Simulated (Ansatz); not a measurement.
# NH₃ (triplet): from Hartree-Fock to the top rungs at distance H1–H2 along a hydrogen transfer = 0.913 Å, cc-pVDZ

Aim: climb from Hartree-Fock through coupled cluster and multireference methods for NH₃ (triplet) at one geometry and basis, and see what each rung misses.

Computed with Ansatz 0.2.0, Gaussian basis. Level: cc-pVDZ, core rule «outside noble gas», up to 1 orbitals frozen.

To be run: UHF; CCSD(T) on ROHF; CCSD(T) on UHF; BCCD(T) on ROHF; CISD; CCSDT(Q) on ROHF; CCSDT(Q) on UHF; CISDTQ; CCSDTQ on ROHF; CCSDTQ on UHF; CASSCF and MRCISD+Q, 4 electrons in 4 orbitals; CASSCF and NEVPT2, 4 electrons in 4 orbitals; CASSCF and MRCISD+Q, 8 electrons in 7 orbitals; CASSCF and NEVPT2, 8 electrons in 7 orbitals; Full CI.

## 1. What is computed

The geometry derives from fragments relaxed apart (PBE0/def2-TZVP) and kept rigid, so it is no stationary point. A hydrogen atom is moved between rigid fragments.

4 atoms, charge 0, spin multiplicity 3.

Atoms are counted from 1 here; the program's logs count them from 0.

Bond lengths: H2–N3 1.107 Å, N3–H4 1.040 Å. Angles: H2–N3–H4 105.0°.

Coordinates:

```xyz
4

H    -1.85086    0.05943    0.00000
H    -0.93786    0.05943    0.00000
N     0.16914    0.05943    0.00000
H     0.43823   -0.94479    0.00000
```

## 2. UHF

The input, in.yaml:

```yaml
crystal:
  periodic: [false, false, false]
  atoms:
    - {symbol: H, position_ang: [-1.850856, 0.059434, 0.000000]}
    - {symbol: H, position_ang: [-0.937856, 0.059434, 0.000000]}
    - {symbol: N, position_ang: [0.169144, 0.059434, 0.000000]}
    - {symbol: H, position_ang: [0.438226, -0.944792, 0.000000]}
basis:
  gaussian: {orbitals: cc-pVDZ}
magnetization: {spin_polarized: true, initial_magnetization: 2}
hamiltonian: {xc: hf}
output: {orbitals: {seedname: orbitals}}
```

Launch:

```bash
> ansatz run in.yaml --threads 1 --pin off --events-out ev --progress --plain --max-ram 2880MiB --backend cpu
```

After this run come: CCSD(T) on ROHF; CCSD(T) on UHF; BCCD(T) on ROHF; CISD; CCSDT(Q) on ROHF; CCSDT(Q) on UHF; CISDTQ; CCSDTQ on ROHF; CCSDTQ on UHF; CASSCF and MRCISD+Q, 4 electrons in 4 orbitals; CASSCF and NEVPT2, 4 electrons in 4 orbitals; CASSCF and MRCISD+Q, 8 electrons in 7 orbitals; CASSCF and NEVPT2, 8 electrons in 7 orbitals; Full CI.

Q: Predict the results of all the runs planned. Wanted: FCI below the RHF energy; RMP2 from FCI; UMP2 from FCI; RCCSD from FCI; RCCSD(T) from FCI; UCCSD(T) from FCI; RCCSDT(Q) from FCI; UCCSDT(Q) from FCI; NEVPT2 valence from FCI.

The runs gave:

| quantity | value |
| --- | --- |
| FCI below the RHF energy | -5.2767 eV |
| RMP2 from FCI | +713.0 meV |
| UMP2 from FCI | +776.6 meV |
| RCCSD from FCI | +118.5 meV |
| RCCSD(T) from FCI | +20.4 meV |
| UCCSD(T) from FCI | +19.5 meV |
| RCCSDT(Q) from FCI | +0.2 meV |
| UCCSDT(Q) from FCI | -0.6 meV |
| NEVPT2 valence from FCI | +684.1 meV |
| MRCISD+Q valence from FCI | +6.2 meV |
| levels within 1 kcal/mol (43 meV) | RCCSD(T), UCCSD(T), BCCD(T), RCCSDT, UCCSDT, CISDTQ, RCCSDT(Q), UCCSDT(Q), RCCSDTQ, UCCSDTQ, MRCISD+Q valence |
| T1 diagnostic | 0.027 |
| effectively unpaired electrons | 2.03 |

RCCSD(T) lands +20.4 meV from the yardstick (0.4 % of the correlation energy). One determinant dominates. Of the multireference levels listed MRCISD+Q valence comes nearest in total energy (+6.2 meV), which doesn't show that its space is the better one. These misses are within one basis, not against nature; the frozen cores of restricted and unrestricted runs differ, which can shift their rows.
